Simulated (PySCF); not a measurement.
**The bond of SiN, level by level**

One table from this session's results is given with a row withheld; the runs are named, their logs left out.

Method: Si def2-TZVPPD, N def2-TZVPPD, no relativity; program: PySCF 2.14.0.

The first run:

The job is set up so:

```json
{
 "atoms": "Si, N",
 "charge": "0",
 "basis": "Si def2-TZVPPD, N def2-TZVPPD",
 "Hamiltonian": "no relativity",
 "basis functions": "85",
 "electrons treated": "21",
 "masses in u": "27.9769, 14.0031",
 "levels": "PBE0, PBE, r²SCAN, M06-2X, M06-L, BP86, r²SCAN0, B97-3, LC-ωPBE, HF, MP2, SCS-MP2, CCSD, CCSD(T)",
 "grid": "80 radial by 434 angular points",
 "occupations": "held fixed by the projection of orbital angular momentum",
 "dissociation limit": "Si + N, each in its ground configuration",
 "starting distance in angstrom": "1.770",
 "values of 2S to try": "1, 3, 5"
}
```

Command:

```sh
$ OMP_NUM_THREADS=2 python dia.py task.json out
```

Among the steps run: The job; First curve: PBE0; Higher solutions at PBE0; PBE; r²SCAN; M06-2X (hybrid meta-GGA); M06-L (meta-GGA); BP86 (GGA); r²SCAN0; B97-3 (global hybrid GGA); LC-ωPBE (range-separated hybrid); ROHF (mean field); MP2 and coupled cluster.

One table of the session follows, with a row left open; its other results are not shown here.

Energy (eV) from each level's lowest point:

```
R (Å)   ROHF  ROHF-MP2  ROHF-SCS-MP2  ROHF-CCSD  ROHF-CCSD(T)
1.346  1.473     2.046         2.009        n/a           n/a
1.409  0.579     1.001         0.971      0.876         0.966
1.471  0.125     0.384         0.362      0.296         0.352
1.518  0.000     0.130         0.115      0.077         0.106
1.565      ?         ?             ?          ?             ?
1.612  0.145     0.000         0.000      0.033         0.003
1.675  0.445     0.105         0.116      0.207         0.133
1.753  0.963     0.368         0.395      0.568         0.436
1.847  1.710     0.793         0.841      1.127         0.916
1.972  2.798     1.421         1.500        n/a           n/a
```

Estimate the missing values for R (Å) = 1.565.

Worked estimate for «ROHF». A straight line through the neighbours (1.518, 0.000) and (1.612, 0.145) gives 0.000 + (0.145 − 0.000) × (1.565 − 1.518) / (1.612 − 1.518) = 0.072; a parabola fitted to 4 rows on both sides gives 0.020.

**Answer.** ROHF: 0.017; ROHF-MP2: 0.012; ROHF-SCS-MP2: 0.004; ROHF-CCSD: 0.000; ROHF-CCSD(T): 0.000. In «ROHF» the line misses by +0.055 and the parabola by +0.003.
